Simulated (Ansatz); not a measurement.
input.yaml (Ansatz)

```yaml
crystal:
  lattice:
    - [3.8552016407, 0.0, 0.0]
    - [-1.9276008204, 3.3387025576, 0.0]
    - [0.0, 0.0, 12.3846823479]
  atoms:
    - { symbol: Nd, position: [0.0, 0.0, 0.0], spin: 3.855 }
    - { symbol: Nd, position: [0.0, 0.0, 0.5], spin: 3.874 }
    - { symbol: Nd, position: [0.3333333333, 0.6666666667, 0.75], spin: 3.825 }
    - { symbol: Nd, position: [0.6666666667, 0.3333333333, 0.25], spin: 3.825 }
hamiltonian:
  xc: rpbe
  pseudopotentials:
    kind: paw
    azcp:
      Nd: "pseudopotentials/Nd.paw.azcp"
basis:
  ecutwfc: 420
  fft_grid_basis: typed
kpoints:
  mp_grid: { grid: [13, 13, 4], shift: [0, 0, 0] }
magnetization:
  spin_polarized: true
scf:
  occupations: { method: fermi_dirac, width: 0.05 }
output:
  stress: true
```

and its output:

```
band count auto-derived: 59 (N_el = 56.0; filled up to band 28; 43 by the electrons, moments and atoms)
Engine: ansatz 0.2.0, aarch64-unknown-linux-gnu
Pseudopotentials: kind: paw
Pseudopotential: Nd, paw, valence charge 14, recommended cutoff 420 eV (normal) 
Functional definition: RPBE
  parameter kappa = 0.804
  parameter beta = 0.06672455060314922
  exchange = rpbe_x(kappa = kappa, mu = beta*pi^2/3)
  correlation = pbe_c(beta = beta)
Crystal: 4 atoms, lattice volume = 159.408 Å³
Basis set: ecut = 420 eV, 3125 PW (Γ)
Bands: 59, of which v1, the nominal top of the filled ones, is band 28 counted from 1 (27 counted from 0)
Symmetry: 12 space group operations
Space group: P-3m1 (ITA 164), of the structure as read, at distance tolerance 5.4e-5 Å
Magnetic group: BNS 164.85 (UNI 1315), of the structure as read, at distance tolerance 5.4e-5 Å
k-points: 77 of 676
Non-local potential: Nd, projectors of the file, l = 0: 3, l = 1: 2, l = 2: 2, l = 3: 3
PAW form: soft (Blöchl's): semilocal exchange-correlation on the pseudo side does not see the compensation charge
PAW frozen core: Nd, regenerated for the run's functional, and the local potential with it (the file was generated under x = pbe(κ = 0.804, μ = 0.2195149727645171), c = pbe(β = 0.06672455060314922))
PAW one-centre angular grid: Nd, 590 points (default); XC on 64 Gauss nodes
Initial density: superposition of atomic densities (chi_scale 0.1, normalization cell)
Starting moments: Σ|m| = 15.379 μB on 4 of 4 sites
Initial wavefunctions: pseudopotential atomic-orbital guess
Functional: x = rpbe, c = pbe(β = 0.06672455060314922)
iter 1 solved again at ethr=7.41e-5 eV; its pass at ethr=3.10e-3 eV (dr2=4.15e-2 eV) is discarded
SCF iter   1: F=—  HF=-29359.015160 eV  |F-HF|=—  |Δ(HF+E_count)|=         —  Δρ=5.29e-2 (↑5.29e-2 ↓4.87e-2)  dr2=4.16e-2  dr2_m=3.75e0  M=15.728 μB ∫|m|=15.728 μB  β_m=0.30  ethr=7.41e-5  ⟨swp⟩=2.1  Hψ=43382  notcnv=0
Mixer restart at iter 1: flushing history
spin=Collinear: Kerker preconditioning applied to the charge; magnetization (m = ρ↑ − ρ↓) channel mixes plain (no charge-response kernel on spin).
SCF iter   2: F=—  HF=-29360.820617 eV  |F-HF|=—  |Δ(HF+E_count)|=         —  Δρ=4.09e-2 (↑4.09e-2 ↓3.42e-2)  dr2=6.20e-2  dr2_m=2.02e0  M=15.974 μB ∫|m|=15.974 μB  β_m=0.30  ethr=7.41e-5  ⟨swp⟩=2.1  Hψ=18190  notcnv=0
...
SCF iter  42: F=—  HF=-29364.514411 eV  |F-HF|=—  |Δ(HF+E_count)|=   2.74e-8  Δρ=1.31e-5 (↑1.31e-5 ↓3.02e-6)  dr2=2.94e-7  dr2_m=7.24e-8  M=17.098 μB ∫|m|=17.098 μB  β_m=0.56  ethr=8.45e-10  ⟨swp⟩=2.1  Hψ=15141  notcnv=0  defer=880
SCF iter  43: F=—  HF=-29364.514411 eV  |F-HF|=—  |Δ(HF+E_count)|=   9.45e-8  Δρ=6.94e-6 (↑6.94e-6 ↓2.55e-6)  dr2=4.91e-8  dr2_m=2.30e-8  M=17.098 μB ∫|m|=17.098 μB  β_m=0.78  ethr=5.25e-10  ⟨swp⟩=2.5  Hψ=13921  notcnv=0  defer=881
SCF iter  44: F=—  HF=-29364.514412 eV  |F-HF|=—  |Δ(HF+E_count)|=   2.77e-7  Δρ=4.40e-6 (↑4.40e-6 ↓1.61e-6)  dr2=1.90e-8  dr2_m=8.09e-9  M=17.098 μB ∫|m|=17.098 μB  β_m=0.89  ethr=8.77e-11  ⟨swp⟩=2.2  Hψ=13980  notcnv=0  defer=883
SCF iter  45: F=—  HF=-29364.514412 eV  |F-HF|=—  |Δ(HF+E_count)|=   1.40e-7  Δρ=4.77e-6 (↑4.77e-6 ↓7.35e-7)  dr2=3.75e-8  dr2_m=9.43e-9  M=17.098 μB ∫|m|=17.098 μB  β_m=0.95  ethr=3.39e-11  ⟨swp⟩=3.5  Hψ=16619  notcnv=0  defer=884
SCF iter  46: F=—  HF=-29364.514412 eV  |F-HF|=—  |Δ(HF+E_count)|=   3.81e-8  Δρ=4.74e-6 (↑4.74e-6 ↓5.84e-7)  dr2=4.83e-8  dr2_m=8.50e-9  M=17.098 μB ∫|m|=17.098 μB  β_m=0.97  ethr=3.39e-11  ⟨swp⟩=2.0  Hψ=13467  notcnv=0  defer=884
SCF iter  47: F=—  HF=-29364.514412 eV  |F-HF|=—  |Δ(HF+E_count)|=   5.18e-8  Δρ=3.17e-6 (↑3.17e-6 ↓5.24e-7)  dr2=2.02e-8  dr2_m=3.82e-9  M=17.098 μB ∫|m|=17.098 μB  β_m=0.99  ethr=3.39e-11  ⟨swp⟩=2.0  Hψ=13362  notcnv=0  defer=884
SCF iter  48: F=—  HF=-29364.514412 eV  |F-HF|=—  |Δ(HF+E_count)|=   3.19e-8  Δρ=1.42e-6 (↑1.42e-6 ↓4.71e-7)  dr2=4.53e-9  dr2_m=8.36e-10  M=17.098 μB ∫|m|=17.098 μB  β_m=0.99  ethr=3.39e-11  ⟨swp⟩=2.0  Hψ=13567  notcnv=0  defer=884
SCF iter  49: F=-29364.514412 eV  HF=-29364.514412 eV  |F-HF|=6.43e-8  |Δ(HF+E_count)|=   1.33e-8  Δρ=4.95e-6 (↑4.95e-6 ↓2.80e-7)  dr2=6.35e-8  dr2_m=8.82e-9  M=17.098 μB ∫|m|=17.098 μB  ethr=8.09e-12  ⟨swp⟩=2.2  Hψ=26874  notcnv=0
SCF 1 converged in 49 iterations: F = -29364.514412 eV  dr2 = 6.35e-8
Symmetry: 6 space group operations
k-points: 115 of 676
Initial density: read from a saved state, or passed on in memory by an earlier SCF of this step, an earlier step, the calling program or the single point that the run made first
Starting moments: Σ|m| = 15.379 μB on 4 of 4 sites; this step starts from the density that it was given
Initial wavefunctions: those read from a saved state, or passed on in memory by an earlier step or the calling program
iter 1 solved again at ethr=1.13e-10 eV; its pass at ethr=1.79e-6 eV (dr2=6.35e-8 eV) is discarded
SCF iter   1: F=—  HF=-29364.514412 eV  |F-HF|=—  |Δ(HF+E_count)|=         —  Δρ=4.95e-6 (↑4.95e-6 ↓2.80e-7)  dr2=6.36e-8  dr2_m=8.82e-9  M=17.098 μB ∫|m|=17.098 μB  ethr=1.13e-10  ⟨swp⟩=1.0  Hψ=72532  notcnv=0
spin=Collinear: Kerker preconditioning applied to the charge; magnetization (m = ρ↑ − ρ↓) channel mixes plain (no charge-response kernel on spin).
SCF iter   2: F=—  HF=-29364.529293 eV  |F-HF|=—  |Δ(HF+E_count)|=   1.49e-2  Δρ=5.57e-3 (↑5.57e-3 ↓3.39e-4)  dr2=7.39e-2  dr2_m=1.10e-2  M=17.150 μB ∫|m|=17.150 μB  ethr=1.79e-6  ⟨swp⟩=1.5  Hψ=57038  notcnv=0
SCF iter   3: F=—  HF=-29364.608965 eV  |F-HF|=—  |Δ(HF+E_count)|=   7.97e-2  Δρ=1.66e-3 (↑1.66e-3 ↓4.47e-4)  dr2=8.44e-3  dr2_m=1.25e-3  M=16.876 μB ∫|m|=16.876 μB  ethr=1.79e-6  ⟨swp⟩=1.5  Hψ=50361  notcnv=0
SCF iter   4: F=—  HF=-29364.611489 eV  |F-HF|=—  |Δ(HF+E_count)|=   2.52e-3  Δρ=2.34e-3 (↑2.34e-3 ↓5.29e-5)  dr2=2.06e-2  dr2_m=1.98e-3  M=16.864 μB ∫|m|=16.864 μB  ethr=1.79e-6  ⟨swp⟩=1.1  Hψ=37943  notcnv=0
SCF iter   5: F=—  HF=-29364.611179 eV  |F-HF|=—  |Δ(HF+E_count)|=   3.11e-4  Δρ=2.83e-4 (↑2.83e-4 ↓1.58e-5)  dr2=3.30e-4  dr2_m=3.01e-5  M=16.854 μB ∫|m|=16.854 μB  ethr=1.79e-6  ⟨swp⟩=1.0  Hψ=28082  notcnv=0
SCF iter   6: F=—  HF=-29364.611175 eV  |F-HF|=—  |Δ(HF+E_count)|=   3.49e-6  Δρ=3.22e-5 (↑3.22e-5 ↓4.00e-6)  dr2=2.81e-6  dr2_m=3.88e-7  M=16.853 μB ∫|m|=16.853 μB  ethr=8.02e-7  ⟨swp⟩=1.0  Hψ=28129  notcnv=0
SCF iter   7: F=—  HF=-29364.611175 eV  |F-HF|=—  |Δ(HF+E_count)|=   1.05e-8  Δρ=1.30e-5 (↑1.30e-5 ↓7.01e-7)  dr2=4.29e-7  dr2_m=6.04e-8  M=16.854 μB ∫|m|=16.854 μB  ethr=7.83e-9  ⟨swp⟩=1.0  Hψ=28134  notcnv=0
SCF iter   8: F=—  HF=-29364.611175 eV  |F-HF|=—  |Δ(HF+E_count)|=   4.71e-9  Δρ=7.92e-6 (↑7.92e-6 ↓2.63e-7)  dr2=2.35e-7  dr2_m=2.24e-8  M=16.853 μB ∫|m|=16.853 μB  ethr=1.22e-9  ⟨swp⟩=1.0  Hψ=28134  notcnv=0
```

The run was cut off at its time limit.

The f occupation was not exhaustively searched.
